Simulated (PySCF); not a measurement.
Adding and removing an electron: S2

r²SCAN; basis S def2-SVPD; no relativity; PySCF 2.14. Neutral (UKS): triplet (π ↑↑), Re = 1.918 Å, ωe = 715 cm⁻¹, De = 4.52 eV, HOMO -6.37 eV, LUMO -4.56 eV.

S₂⁻ (UKS): doublet (π ↑), Re = 2.033 Å, ωe = 565 cm⁻¹, De = 3.99 eV to S + S⁻. The energies at the minima are -796.07430 hartree for S2 and -796.13497 for S₂⁻.

**Question.** Work out the adiabatic electron affinity, without and with harmonic zero-point energies (1 hartree = 27.2114 eV, 1 eV = 8065.5 cm⁻¹), and the change of the bond length.

**Answer.** At r²SCAN: 0.06067 hartree = 1.651 eV between the minima; the zero-point term (715.0 − 565.0)/2 cm⁻¹ = +0.009 eV makes it 1.660 eV. Re changes by +11.5 pm against the neutral. The electron enters a π orbital, and the longer bond of the ion fits an antibonding orbital, or a change in how ionic the bond is.

The highest Kohn–Sham level is positive in this anion. Much of that is self-interaction error, but it also means that the finite basis helps to hold the extra electron. States were picked by a PBE0 search and need not be the measured ground states.
